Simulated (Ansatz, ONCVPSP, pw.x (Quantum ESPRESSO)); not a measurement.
# germanium (diamond): variants of one ONCV potential in the solid

ONCVPSP 4.0.1.1 (patched build) input, shortened (lines: element, Z, core and valence counts, functional; n l f; lmax; l rc ep ncon nbas qcut; lloc lpopt rc5 dvloc0; l nproj debl; icmod fcfact rcfact), PBE, scalar-relativistic:

```
  Ge 32.00    6    2        4      upf
    1    0    2.00
    2    0    2.00
    2    1    6.00
    3    0    2.00
    3    1    6.00
    3    2   10.00
    4    0    2.00
    4    1    2.00
    2
    0    1.55    0.00    4    8    4.30
    1    2.45    0.00    4    8    4.10
    2    2.10    0.20    3    6    4.50
    4    5    1.00    0.00
    0    2    2.70
    1    3    2.50
    2    1    0.50
    0    0.00    0.00
```

Crystal test: diamond Ge in pw.x 7.5, no spin, 8³ k-points, Fermi–Dirac smearing 0.01 Ry, cutoffs set for each file from its atomic test. The reference is all-electron LAPW (Ansatz 0.2.0) with the same functional, mesh and smearing; V0 and B0 come from Birch–Murnaghan fits to the pressures at five volumes. Errors are pseudo minus all-electron; Δ is the rms difference of the E(V) curves that follow from these fits, minima aligned, over ±6 % about the mean V0. Mesh and smearing are coarse, so the numbers serve the comparison and aren't converged zero-temperature values; the lattice is a test structure that the element need not adopt.

All-electron: a0 = 5.765 Å (V0 = 23.95 Å³/atom), B0 = 57.6 GPa.

Base: The generator flags a localised state at positive energy (s at 6 eV).

| change | cutoffs (Ry) | pw.x | a0 (Å) | a0 error (%) | B0 error (%) | Δ (meV/atom) | mean pressure error (GPa) |
| --- | --- | --- | --- | --- | --- | --- | --- |
| base | 40/160 | converged | 5.773 | +0.14 | -0.9 | 1.3 | +0.25 |
| s: rc 2.04 | 35/140 | converged; bound ghost | 5.774 | +0.16 | -1.2 | 1.4 | +0.27 |
| s: debl 2.2 | 40/160 | converged | 5.773 | +0.14 | -0.8 | 1.3 | +0.25 |
| d: qcut 6.4 | 40/160 | converged | 5.772 | +0.13 | -0.7 | 1.1 | +0.22 |
| all radii scaled by about 1.26 (s 1.94, p 3.08, d 2.64 bohr); local potential polynomial inside 1.26 bohr (lpopt 5, dvloc0 0 Ha) | 35/140 | converged | 5.787 | +0.38 | -1.6 | 3.4 | +0.67 |

(1) Give the row for: s: nbas 9.

Results:

(1) pw.x: converged; mean pressure error (GPa): +0.29; a0 (Å): 5.775; a0 error (%): +0.17; B0 error (%): -1.1; Δ (meV/atom): 1.5.
